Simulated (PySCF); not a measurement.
Species: benzvalene, C6H6.
Bonds: C1–C2 (double), C2–C3, C3–C4, C4–C5, C5–C6, C1–C5, C3–C6, C4–C6. Hydrogens: H7 on C1; H8 on C2; H9 on C3; H10 on C4; H11 on C5; H12 on C6.

The same species was optimised twice, with GFN2-xTB and with PBE0-D3(BJ)/def2-SVP (PySCF), and the same property calculations (PySCF, gas phase) were run on both structures.

```tsv
coordinate	GFN2-xTB	PBE0-D3(BJ)/def2-SVP	change
C1–C5 (Å)	1.489	1.506	+0.017
C2–C3 (Å)	1.489	1.505	+0.016
C4–C6 (Å)	1.453	1.442	-0.011
C1=C2 (Å)	1.330	1.339	+0.009
C3–C6 (Å)	1.516	1.518	+0.002
C4–C5 (Å)	1.517	1.518	+0.001
C5–C6 (Å)	1.517	1.518	+0.001
C3–C4 (Å)	1.517	1.518	+0.001
C4–C3–C6 (°)	57.3	56.7	-0.6
C4–C5–C6 (°)	57.3	56.7	-0.6
C3–C4–C6 (°)	61.4	61.7	+0.3
C3–C4–C5 (°)	89.0	89.3	+0.3
C4–C6–C5 (°)	61.4	61.7	+0.3
C3–C6–C5 (°)	89.0	89.3	+0.3
C5–C4–C6 (°)	61.4	61.7	+0.3
C3–C6–C4 (°)	61.4	61.7	+0.3
```

Rotational constants: A = 7492, B = 5378, C = 3976 MHz (GFN2-xTB) against A = 7467, B = 5288, C = 3907 MHz (PBE0-D3(BJ)/def2-SVP). Point groups within 0.08 Å: C2v and C2v.

On the GFN2-xTB structure: lowest singlet, TDDFT (eV) 5.54 [B3LYP/def2-SVPD]; lowest triplet, Tamm–Dancoff (eV) 3.64 [B3LYP/def2-SVPD]; isotropic polarisability (au) 59.6 [B3LYP/def2-SVPD]; HOMO (eV) -6.07 [B3LYP/def2-SVPD]; LUMO (eV) 0.01 [B3LYP/def2-SVPD]; dipole (D) 0.94 [B3LYP/def2-SVPD]; HOMO (eV) -6.27 [PBE0/pcSseg-1]; LUMO (eV) 0.33 [PBE0/pcSseg-1]; dipole (D) 0.97 [PBE0/pcSseg-1]; GIAO shielding of C1/C2 (mean) (ppm) 45.1 [PBE0/pcSseg-1]; GIAO shielding of C3/C5 (mean) (ppm) 148.2 [PBE0/pcSseg-1]; GIAO shielding of C4/C6 (mean) (ppm) 131.8 [PBE0/pcSseg-1].

Problem. What do these properties become on the PBE0-D3(BJ)/def2-SVP structure?

Solution. 
```json
{"property": "lowest singlet, TDDFT (eV)", "level": "B3LYP/def2-SVPD", "on GFN2-xTB": "5.54", "on PBE0-D3(BJ)/def2-SVP": "5.55", "change": "+0.01"}
{"property": "lowest triplet, Tamm–Dancoff (eV)", "level": "B3LYP/def2-SVPD", "on GFN2-xTB": "3.64", "on PBE0-D3(BJ)/def2-SVP": "3.62", "change": "-0.02"}
{"property": "isotropic polarisability (au)", "level": "B3LYP/def2-SVPD", "on GFN2-xTB": "59.6", "on PBE0-D3(BJ)/def2-SVP": "60.8", "change": "+1.2"}
{"property": "HOMO (eV)", "level": "B3LYP/def2-SVPD", "on GFN2-xTB": "-6.07", "on PBE0-D3(BJ)/def2-SVP": "-6.10", "change": "-0.03"}
{"property": "LUMO (eV)", "level": "B3LYP/def2-SVPD", "on GFN2-xTB": "0.01", "on PBE0-D3(BJ)/def2-SVP": "-0.02", "change": "-0.03"}
{"property": "dipole (D)", "level": "B3LYP/def2-SVPD", "on GFN2-xTB": "0.94", "on PBE0-D3(BJ)/def2-SVP": "0.95", "change": "+0.01"}
{"property": "energy, GFN2-xTB geometry as zero (kcal/mol)", "level": "B3LYP/def2-SVPD", "on GFN2-xTB": "0.0", "on PBE0-D3(BJ)/def2-SVP": "-1.4", "change": "-1.4"}
{"property": "HOMO (eV)", "level": "PBE0/pcSseg-1", "on GFN2-xTB": "-6.27", "on PBE0-D3(BJ)/def2-SVP": "-6.30", "change": "-0.03"}
{"property": "LUMO (eV)", "level": "PBE0/pcSseg-1", "on GFN2-xTB": "0.33", "on PBE0-D3(BJ)/def2-SVP": "0.29", "change": "-0.04"}
{"property": "dipole (D)", "level": "PBE0/pcSseg-1", "on GFN2-xTB": "0.97", "on PBE0-D3(BJ)/def2-SVP": "0.98", "change": "+0.01"}
{"property": "energy, GFN2-xTB geometry as zero (kcal/mol)", "level": "PBE0/pcSseg-1", "on GFN2-xTB": "0.0", "on PBE0-D3(BJ)/def2-SVP": "-0.7", "change": "-0.7"}
{"property": "GIAO shielding of C1/C2 (mean) (ppm)", "level": "PBE0/pcSseg-1", "on GFN2-xTB": "45.1", "on PBE0-D3(BJ)/def2-SVP": "42.4", "change": "-2.7"}
{"property": "GIAO shielding of C3/C5 (mean) (ppm)", "level": "PBE0/pcSseg-1", "on GFN2-xTB": "148.2", "on PBE0-D3(BJ)/def2-SVP": "146.9", "change": "-1.3"}
{"property": "GIAO shielding of C4/C6 (mean) (ppm)", "level": "PBE0/pcSseg-1", "on GFN2-xTB": "131.8", "on PBE0-D3(BJ)/def2-SVP": "131.7", "change": "-0.1"}
```

The heavy atoms differ by 0.010 Å rms after alignment. Among bonds between heavy atoms C1–C5 and C2–C3 change most and about equally (+0.016 to +0.017 Å). Changes are differences of the printed values. Neither structure is proved a minimum here.
